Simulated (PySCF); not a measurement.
Gas-phase reaction: 3 HBNH = 3 BH + N₂ + NH₃

Method: PySCF energies plus ideal-gas RRHO corrections (1 bar). † marks an energy on the PBE0/def2-TZVP geometry and frequencies; other levels use their own. MP2 and CCSD(T) freeze the core. 6-31G* has spherical d functions here. All species are closed-shell singlets. B3LYP is the form with VWN-RPA correlation. HBNH: computed as isolated molecules; such fragments, hydroxides, amides, oligomers or adducts are transient or little studied in the gas. MP2 isn't extrapolated to the basis-set limit; its ΔH°(298 K) is 1236.3 kJ in def2-SVP and 1203.5 kJ in def2-TZVPP. CCSD(T) isn't extrapolated to the basis-set limit; its ΔH°(298 K) is 1121.8 kJ in def2-SVP and 1090.6 kJ in def2-TZVPP. The harmonic model lacks anharmonicity and excited electronic states, which grow with temperature; levels with a mode under 35 cm⁻¹ are left out.

```tsv
level	ΔE electronic, kJ	ΔH°(298 K), kJ	ΔS°(298 K), J/K	ΔG°(600 K), kJ
B3LYP/6-31G*	1233	1194	270	1032
BLYP/def2-TZVP†	1235	1196	269	1034
CCSD(T)/def2-TZVPP†	1129	1091	269	929
MP2/def2-SVP†	1275	1236	269	1074
PBE/def2-SVP	1334	1296	272	1132
PBE/def2-TZVP†	1287	1249	269	1087
PBE0/def2-QZVP†	1266	1227	269	1065
r2SCAN/def2-TZVP†	1303	1264	269	1102
ωB97M-V/def2-TZVP†	1210	1171	269	1009
ωB97X-V/def2-TZVP†	1200	1162	269	1000
```
ΔH° is lowest at CCSD(T)/def2-TZVPP† and highest at PBE/def2-SVP. No reference value is set beside these.
